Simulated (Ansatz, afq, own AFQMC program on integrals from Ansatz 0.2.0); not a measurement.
AFQMC on a folder of integrals that Ansatz 0.2.0 wrote.

```yaml
crystal:
  periodic: [false, false, false]
  atoms:
    - {symbol: B, position_ang: [-0.527514, 0.000000, 0.447880]}
    - {symbol: O, position_ang: [0.336403, 0.000000, -0.382035]}
    - {symbol: H, position_ang: [0.318190, 0.000000, 1.260299]}
basis:
  gaussian: {orbitals: cc-pVDZ}
magnetization: {spin_polarized: false}
correlation: {method: ccsd_t, electrons: outside_noble_gas, hamiltonian_folder: ham}
```

```sh
$ ansatz run in.yaml --threads 1 --pin off --events-out ev --progress --plain --max-ram 1382MiB
```

Options of the walk:

```
--method phaseless --trial cisd --walkers 100 --populations 1 --least-time 40 --time-step 0.005 --steps-per-block 50 --equilibration-blocks 28 --max-blocks 300 --target-error 0.00038 --factor-cut 1e-05 --seed 9051 --release-times 0.24,0.51,0.99,1.62,2.4 --release-step 0.03 --release-every 4 --taylor-order 6
```

Times are imaginary, in 1/Eh. The walk had a cap of 512 s.

afq prints:

```
orbitals 31  electrons 5 5  factors 238 of 302
reference energy -100.05204343 Eh
CCSD correlation -0.29524054 Eh in 12 cycles, weight of the determinant in the CISD state 0.8766
energy of the start -100.347284 Eh
 block  time / (1/Eh)  mean weight  energy / Eh
     1     0.250  1.0012  -100.346307
     2     0.500  0.9999  -100.354560
     3     0.750  0.9969  -100.359868
     4     1.000  1.0004  -100.363309
     5     1.250  1.0002  -100.364084
     7     1.750  1.0017  -100.349063
     9     2.250  0.9995  -100.361482
    17     4.250  0.9991  -100.357474
    33     8.250  0.9988  -100.364631
    49    12.250  0.9978  -100.382027
    65    16.250  0.9986  -100.366790
    81    20.250  1.0015  -100.447302
    97    24.250  1.0022  -100.376926
   113    28.250  1.0003  -100.355119
   129    32.250  1.0019  -100.355970
   145    36.250  0.9997  -100.358055
   161    40.250  1.0016  -100.369093
   177    44.250  0.9999  -100.351148
   193    48.250  1.0010  -100.360969
   209    52.250  1.0004  -100.358846
   225    56.250  0.9981  -100.366445
   241    60.250  0.9996  -100.373995
   257    64.250  0.9980  -100.357753
   273    68.250  1.0024  -100.367569
   289    72.250  0.9992  -100.355066
   305    76.250  1.0026  -100.349250
   321    80.250  1.0012  -100.354885
blocks merged  error / Eh  count
     1  0.000490  300
     2  0.000569  150
     4  0.000587  75
     8  0.000556  37
    16  0.000533  18
    32  0.000524  9
released: time / (1/Eh)  energy / Eh  error  mean overlap
  0.24  -100.359928  0.000537  1.0002
  0.51  -100.359792  0.000524  1.0044
  0.99  -100.360229  0.000483  1.0055
  1.62  -100.361414  0.000691  1.0115
  2.40  -100.360813  0.000708  1.0324
energy -100.360519 +/- 0.000556 Eh
(rows thinned)
```

The run passed its tests (sampling time, drift between the halves within three errors, error under three times the target), which doesn't prove that it has relaxed.

Against this walk (error 15.1 meV) on the same determinant: CCSD(T) 23.9 meV higher (within the noise), CCSDT(Q) 36.4 meV lower. The error is statistical and leaves out the bias of the constraint. None of these is a sure reference here. Released to 2.40 1/Eh the energy moves by -8 ± 24 meV (both errors), within twice the noise.

Cautions: constraint bias not in the error; error above the target (15.1 against 10.3 meV); higher spins were not checked; restricted determinant unstable towards unrestricted (UHF 338 meV lower, ⟨S²⟩ 0.55); strong correlation (T1 0.023, weight of the determinant 0.88, largest double 0.15); the bias of populations of 100 walkers isn't removed.

The walk took 4 min on 1 thread of Arm Neoverse V1, on a shared host. The log's last line is the phaseless energy.

CCSDT and higher add their correlation energy to the determinant of the CCSD(T) run, since their own runs factorise the integrals more tightly (a shift of under 2 meV). A walk keeps the symmetry of its determinant, which the program's search chose and which needn't be the lowest solution, so a lower state of the same spin and another symmetry isn't excluded.
